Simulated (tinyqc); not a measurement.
Worked calculation: Hueckel theory of the pi electrons with the omega technique, for the molecule c1c[cH+]1 (SMILES; centres numbered as the heavy atoms are written). One step of it, computed by the program tinyqc.

Task: Omega technique, round 2. h_r = h_r(0) + omega q_r, omega = 1, with q_r = z_r - P_rr; 0.5 of the old diagonal is kept.

Hueckel matrix in units of beta (H = alpha + beta A), order 1C, 2C, 3C:
$$\begin{pmatrix}
0.000000 & 1.000000 & 1.000000 \\
1.000000 & 0.000000 & 1.000000 \\
1.000000 & 1.000000 & 0.000000
\end{pmatrix}$$

charge and bond-order matrix P, order 1C, 2C, 3C:
$$\begin{pmatrix}
0.666667 & 0.666667 & 0.666667 \\
0.666667 & 0.666667 & 0.666667 \\
0.666667 & 0.666667 & 0.666667
\end{pmatrix}$$

Centres:
```
centre  z_r, pi electrons of the neutral centre         h
1C                                            1  0.000000
2C                                            1  0.000000
3C                                            1  0.000000
```

Give: matrix after round 2.

Result:

matrix after round 2, order 1C, 2C, 3C:
$$\begin{pmatrix}
0.2500 & 1.0000 & 1.0000 \\
1.0000 & 0.2500 & 1.0000 \\
1.0000 & 1.0000 & 0.2500
\end{pmatrix}$$
